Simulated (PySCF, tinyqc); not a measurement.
RHF in the sto-6g basis, for BH, spin multiplicity 1, step by step. This run ends on a higher stationary point, not on the lowest solution. The lowest restricted solution is unstable here: a spin-polarised one lies 0.0308 hartree lower (PySCF). Computed by tinyqc, a small Python program that keeps every step (integrals from PySCF). Settings: charge = 0, multiplicity = 1, basis = sto-6g, energy threshold = 1e-10, iteration cap = 74, orthogonalisation = symmetric, start = highest core orbitals, DIIS depth = 8, method = RHF. Command: `OMP_NUM_THREADS=1 python tinyqc.py 28095 28096 out.jsonl` (the two numbers bound the seeds that draw the settings). One thread of a shared host (Intel(R) Xeon(R) Processor @ 2.60GHz), about 0.09 s of CPU time with the checks.

Geometry (angstrom):
```
atom,x,y,z
B,0.000000,0.000000,0.000000
H,0.000000,0.000000,2.012000
```

Stop when the energy changes by less than 1e-10 hartree and every element of the error matrix X^T (F D S - S D F) X is below 3e-06.

Course of the cycle:
```
iteration,E (hartree),change,largest element of the error matrix
1,-7.67766527,-,1.08e-01
2,-23.59440376,-1.59e+01,5.45e-01
3,-23.59623940,-1.84e-03,5.23e-01
4,-24.20402211,-6.08e-01,2.64e-01
5,-24.20049623,3.53e-03,2.61e-01
6,-24.19271836,7.78e-03,2.55e-01
7,-24.16410252,2.86e-02,3.62e-01
8,-24.26115707,-9.71e-02,3.04e-01
9,-24.23893705,2.22e-02,2.91e-01
10,-24.21084116,2.81e-02,2.70e-01
11,-24.32244595,-1.12e-01,3.23e-01
12,-24.51897056,-1.97e-01,1.28e-01
13,-24.53394426,-1.50e-02,7.70e-02
14,-24.54183468,-7.89e-03,6.81e-04
15,-24.54183509,-4.17e-07,5.04e-04
16,-24.54183537,-2.78e-07,2.96e-04
17,-24.54183543,-6.02e-08,2.26e-04
18,-24.54183552,-8.60e-08,5.25e-07
19,-24.54183552,-4.83e-13,4.37e-09
```

Can the last value be used, and what does the course show?

No, though the log alone does not show it. Converged in 19 iterations. But the solution lies 0.31655 hartree above the reference: it is another stationary point, not the lowest restricted one. Reruns (cap 100 unless said): damping 0.5: converged in 39 to a higher stationary point; level shift 0.5: converged in 9 to a higher stationary point; atomic densities as start, DIIS 8: converged in 8. PySCF RHF in the same basis = -24.85838289 hartree.
